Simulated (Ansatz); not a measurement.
Eight cases of ionisation energy of first-row species (electronic energies, eV), geometries: B3LYP-D3(BJ)/def2-TZVP. Functionals by Ansatz (an electronic-structure program) in def2-TZVPD; columns hold the difference against the high level (Ansatz, AFQMC by cisd_afqmc): A = CCSD(T)/CBS(aug-cc-pVTZ,aug-cc-pVQZ) + [CCSDT(Q) - CCSD(T)]/aug-cc-pVQZ + [FCI - CCSDT(Q)]/aug-cc-pVTZ + core + X2C; B = CCSD(T)/CBS(cc-pVQZ,cc-pV5Z) + [CCSDT(Q) - CCSD(T)]/cc-pVTZ + [CCSDTQ - CCSDT(Q)]/cc-pVDZ; C = CCSD(T)/CBS(cc-pVQZ,cc-pV5Z) + [CCSDT(Q) - CCSD(T)]/cc-pVTZ + [CCSDTQ - CCSDT(Q)]/cc-pVDZ + core + X2C; D = CCSD(T)/CBS(cc-pVQZ,cc-pV5Z) + [CCSDT(Q) - CCSD(T)]/cc-pVTZ + core + X2C; E = CCSD(T)/CBS(cc-pVTZ,cc-pVQZ) + [CCSDT(Q) - CCSD(T)]/cc-pVDZ + core + X2C; F = CCSD(T)/CBS(cc-pVTZ,cc-pVQZ) + [CCSDT(Q) - CCSD(T)]/cc-pVTZ + [CCSDTQ - CCSDT(Q)]/cc-pVDZ + core + X2C; G = CCSD(T)/CBS(cc-pVTZ,cc-pVQZ) + [CCSDT(Q) - CCSD(T)]/cc-pVTZ + core + X2C. The cases were drawn at random from those of this class that have a high level and all functionals, leaving out states under which another spin lies or may lie. Left out are anions, K, Ca, elements past Kr, ionisation of Li, Na and Mg, pi-pi* triplets of linear molecules and other triplets made from a closed-shell parent. Runs that doubt their state, and full CI more than 15 mEh from coupled cluster, are set aside; a case stays where another high level and all functionals remain. AFQMC serves as high level only in triple zeta or larger, with a steady walk, a bar under 0.8 kcal/mol and agreement with other high levels or trials where they ran; where none ran, an unstable determinant or (outside 3d species) a high T1 diagnostic also bars it, so strongly correlated cases are thinned. No case was kept or dropped by the size of a functional's miss. Each difference is the functional minus the high level; affinities count positive where energy is released, gaps as the second state minus the first. UHF or UKS for unpaired electrons; spin-orbit terms are left out. Correlated methods leave the cores frozen. Rows without X2C or -DK are non-relativistic. CBS(X,Y): correlation extrapolated as X^-3, Hartree-Fock from the larger set (Q,5: extrapolated as (X+1)exp(-9√X)). A bracket is a step between two methods taken in the basis named. Functionals run without relativity, which enters their misses. '+ core + X2C': CCSD(T) terms for core correlation (cc-pwCVTZ) and scalar relativity (cc-pVTZ-DK). Full CI freezes restricted core orbitals, also for open shells; the composite that ends in it estimates full CI at the basis-set limit. The restricted determinant of F2 (FF, singlet) is unstable towards broken spin symmetry in at least one set run. The UHF reference of N2O+ (parent SMILES N#[N+][O-], doublet) is spin-contaminated (<S^2> up to 0.27 over the pure value in the sets run). The UHF reference of CH2O+ (parent SMILES C=O, doublet) is spin-contaminated (<S^2> up to 0.04 over the pure value in the sets run). The determinant of F2+ (parent SMILES FF, doublet) is a saddle point of the SCF energy; a lower one exists, which strains HF and MP2. The spin of CH2O2+ (parent SMILES O=CO, doublet) was assumed, and the state is the lowest solution found for it. The spin of N2O+ (parent SMILES N#[N+][O-], doublet) was assumed, and the state is the lowest solution found for it. The spin of CH3F+ (parent SMILES CF, doublet) was assumed, and the state is the lowest solution found for it. The spin of H4N2+ (parent SMILES NN, doublet) was assumed, and the state is the lowest solution found for it. The spin of CH2F2+ (parent SMILES FCF, doublet) was assumed, and the state is the lowest solution found for it.

| case | level | value | PBE | B3LYP | wB97M-V |
|---|---|---|---|---|---|
| CH2O2 (SMILES C(O)=O) → CH2O2+ (parent SMILES O=CO, doublet) | E | 11.38 | -0.25 | -0.15 | -0.19 |
| O (triplet) to O+ (quartet) | A | 13.61 | 0.44 | 0.52 | 0.19 |
| N2O (SMILES [N+](#N)[O-]) → N2O+ (parent SMILES [O-][N+]#N, doublet) | D | 12.96 | -0.10 | -0.04 | -0.18 |
| CH3F (SMILES CF) → CH3F+ (parent SMILES CF, doublet) | F | 12.72 | -0.60 | -0.25 | -0.27 |
| N2H4 (hydrazine, SMILES NN) → N2H4+ (parent SMILES NN, doublet) | G | 8.05 | -0.27 | -0.15 | -0.15 |
| F2 (molecular fluorine, SMILES FF) → F2+ (parent SMILES FF, doublet) | B | 15.72 | -0.54 | -0.08 | -0.20 |
| CH2O (formaldehyde, SMILES C=O) → CH2O+ (parent SMILES C=O, doublet) | C | 10.97 | -0.25 | -0.10 | -0.15 |
| CH2F2 (SMILES FCF) → CH2F2+ (parent SMILES FCF, doublet) | E | 12.92 | -0.83 | -0.36 | -0.35 |

Over these rows, PBE: mean -0.30, mean absolute 0.41, median absolute 0.36, largest -0.83; B3LYP: mean -0.08, mean absolute 0.21, median absolute 0.15, largest +0.52; wB97M-V: mean -0.16, mean absolute 0.21, median absolute 0.19, largest -0.35 eV. PBE lies above in 1 and below in 7 of the eight.
